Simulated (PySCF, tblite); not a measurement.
Dissociation curve of NH, triplet.

- ROKS-r2SCAN = PySCF with restricted open-shell r2SCAN/cc-pVDZ
- CASSCF(6,5)/cc-pVDZ (PySCF)
- NEVPT2 = PySCF with SC-NEVPT2 on CASSCF(6,5)/cc-pVDZ, all electrons correlated
- GFN2-xTB, 300 K electronic temperature (tblite)
- UMP2 = MP2 on UHF/cc-pVDZ, 1 core orbital frozen (PySCF)

Energies are in kJ/mol, each relative to the lowest point of its own curve near equilibrium.

| R / Å | ROKS-r2SCAN | CASSCF(6,5) | NEVPT2 | GFN2-xTB | UMP2 |
|---|---|---|---|---|---|
| 0.83 | 144.2 | 148.3 | 150.6 | 114.3 | 143.1 |
| 0.89 | 66.0 | 69.0 | 70.0 | 45.5 | 64.4 |
| 0.94 | 27.9 | 30.1 | 30.4 | 15.3 | 26.4 |
| 0.99 | 7.5 | 8.8 | 8.8 | 1.9 | 6.5 |
| 1.01 | 3.2 | 4.1 | 4.0 | 0.0 | 2.6 |
| 1.04 | 0.0 | 0.4 | 0.3 | 0.1 | 0.0 |
| 1.07 | 0.2 | 0.0 | 0.0 | 3.1 | 0.9 |
| 1.10 | 3.2 | 2.3 | 2.5 | 8.4 | 4.8 |
| 1.14 | 10.6 | 8.6 | 9.2 | 18.1 | 13.5 |
| 1.20 | 27.3 | 23.3 | 24.8 | 36.6 | 32.5 |
| 1.29 | 60.4 | 52.0 | 55.5 | 69.6 | 70.9 |
| 1.42 | 116.1 | 97.9 | 105.5 | 121.7 | 142.8 |
| 1.55 | 173.9 | 140.8 | 153.4 | 174.8 | 204.8 |
| 1.72 | 245.7 | 185.7 | 205.1 | 240.9 | 249.2 |
| 1.86 | 299.5 | 211.8 | 236.3 | 289.5 | 266.8 |
| 2.09 | 375.6 | 236.9 | 267.7 | 355.8 | 279.2 |
| 2.31 | 434.7 | 248.0 | 282.3 | 404.4 | 283.3 |
| 2.53 | 481.9 | 252.9 | 289.0 | 440.8 | 284.9 |
| 2.78 | 523.4 | 255.4 | 292.4 | 470.2 | 285.6 |
| 3.15 | 566.5 | 256.8 | 294.3 | — | 286.0 |
| 3.61 | 598.7 | 257.4 | 295.1 | — | 286.4 |
| 4.21 | 619.0 | 257.6 | 295.3 | — | 286.5 |

At the longest distance, 4.21 Å, ROKS-r2SCAN lies highest above its minimum (619.0 kJ/mol) and CASSCF(6,5) lowest (257.6 kJ/mol).

A dash means that the run gave no value there, or that the column was ended at a point which the program doubted or which failed a test of continuity chosen for this set; such a test can also cut sound points.

The unrestricted determinant behind UMP2 is spin-contaminated at 1.42 to 4.21 Å (<S²> up to 3.0, against 2.00 for a pure triplet).
